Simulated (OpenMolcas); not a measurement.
## SiH4O2 (SMILES O[SiH2]O): the vertical ionisation energy, rung by rung

SiH4O2: 7 atoms, total charge 0, spin state singlet. As SMILES, `O[SiH2]O`. The coordinates come from a PBE0-D4/def2-TZVP relaxation. This is one conformer, not always the lowest.

```xyz
7

O    -1.3852   -0.2439   -0.3544
Si    0.0514    0.4222    0.0792
O     1.2740   -0.6686    0.1832
H    -1.4567   -0.6156   -1.2348
H     0.5267    1.3930   -0.9334
H    -0.2293    1.0489    1.3916
H     1.2190   -1.3361    0.8686
```

Each level gives the vertical ionisation energy (to the doublet cation) (eV). The values are calculated.

```csv
level,kind,program,value (eV),CPU time (all runs)
HF/def2-SVPD,Hartree–Fock,OpenMolcas,11.60,42 s
SVWN5/def2-SVPD,LDA,OpenMolcas,10.93,92 s
PBE/def2-SVPD,GGA,OpenMolcas,10.85,2.4 min
TPSS/def2-SVPD,meta-GGA,OpenMolcas,10.95,3.5 min
BHLYP/def2-SVPD,global hybrid,OpenMolcas,11.76,2.4 min
```

The values span 10.85 to 11.76 eV. CPU times are rough (shared hosts, several kinds of processor): they show what a rung costs within a factor of a few.
